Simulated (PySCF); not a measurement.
Formyl fluoride, CHFO.
Bonds: O1–C2 (double), C2–F3. Hydrogens: H4 on C2.

Computed by this run: PySCF 2.14.0, PBE0-D3(BJ)/def2-SVP geometry optimisation, gas phase; density fitting, grid level 1; the optimiser is geomeTRIC in internal coordinates, started from a GFN2-xTB structure with every atom displaced at random (about 0.01 Å).

Step 0: E = -5806.5380 eV
```
atom  x, y, z in Å  |  force x, y, z in eV/Å
O1     -0.8409   -0.9120    0.0440   -1.017  -0.171   0.012
C2     -0.0856   -0.0192    0.0321    1.004  -0.119  -0.008
F3      1.2222   -0.2397    0.0138    0.544   0.075  -0.011
H4     -0.2218    1.0725    0.0335   -0.531   0.216   0.007
```

Step 1: E = -5806.5718 eV
```
atom  x, y, z in Å  |  force x, y, z in eV/Å
O1     -0.8644   -0.8875    0.0442    0.164  -0.034  -0.003
C2     -0.0567   -0.0297    0.0321   -0.268   0.189   0.003
F3      1.2514   -0.2443    0.0133    0.043  -0.093  -0.003
H4     -0.2564    1.0631    0.0339    0.061  -0.063   0.002
```

Q: Estimate the geometry and energy of step 2. (The exact step hangs on the optimiser's Hessian estimate; all steps are aligned on step 1, rigid shifts and turns removed.)

A: E = -5806.5577 eV, largest force 0.624 eV/Å
```
atom  x, y, z in Å  |  force x, y, z in eV/Å
O1     -0.8402   -0.8983    0.0439   -0.463   0.239   0.006
C2     -0.0640   -0.0129    0.0320    0.148  -0.606   0.000
F3      1.2382   -0.2654    0.0135    0.278   0.418  -0.007
H4     -0.2601    1.0783    0.0339    0.037  -0.051   0.001
```

The energy changes by +0.0140 eV. The first-order estimate −F·Δx gives -0.0097 eV and the mean of the old and new forces, exact on a quadratic surface, +0.0144 eV. The step makes an angle of 55° with the force vector and moves no atom by more than 0.026 Å. The energy falls at the start of this step and ends higher, so the step passed the lowest point of its straight line.

What follows is the cost of the whole optimisation. On one thread, AMD EPYC 9R45 (x86_64), shared host with 96 logical CPUs at a one-minute load of 11, this took 1.8 s wall and 0.27 GiB of memory at its peak.
